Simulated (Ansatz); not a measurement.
System (SMILES): OO (H2O2).
Atoms: O1, O2, H3, H4. Bonds: O1-O2, O1-H3, O2-H4.

Basis-set convergence of the lowest harmonic wavenumber at PBE0 with Ansatz (a quantum-chemistry and plane-wave program). Each level at its own minimum, finite differences of forces, unscaled; the reference is a large set that could be run, not a limit. Cartesian d functions, on some or all atoms, in 6-31G*, 6-31G**, 6-31+G*; all else is spherical. The program fits the integrals of some runs and decomposes those of others, by size. Core-valence sets carry the plain set on hydrogen. No added dispersion term, no relativity. Reference: the value in aug-pcseg-2, 397 cm⁻¹, itself unsure by roughly 2 cm⁻¹ (its mean distance from aug-cc-pVTZ, def2-TZVPPD). Deviations are taken from unrounded values. Cost is core time over that of def2-SVPD, rough, on shared machines of one kind; a dash marks a row that isn't timed (too short, read off another run, short of memory, by another algorithm or on other hardware).

```csv
basis,functions,lowest harmonic wavenumber (cm⁻¹),minus reference (cm⁻¹),cost
STO-3G,12,171,-227,-
def2-SV(P),32,358,-40,-
6-31G*,34,380,-18,-
def2-SVP,38,354,-43,0.5×
6-31G**,40,371,-26,0.5×
6-31+G*,42,407,10,0.6×
6-311G**,48,375,-22,0.5×
def2-SVPD,62,412,15,1×
aug-pcseg-1,64,434,37,1×
"6-311++G(2d,2p)",74,419,21,1×
def2-TZVP,74,394,-4,0.7×
cc-pVTZ,88,394,-3,2×
def2-TZVPP,90,389,-8,2×
"6-311++G(3df,3pd)",114,421,24,3×
cc-pCVTZ,114,396,-1,2×
def2-TZVPPD,114,401,4,2×
aug-cc-pVTZ,138,398,1,4×
aug-pcseg-2,138,397,0,4×
```
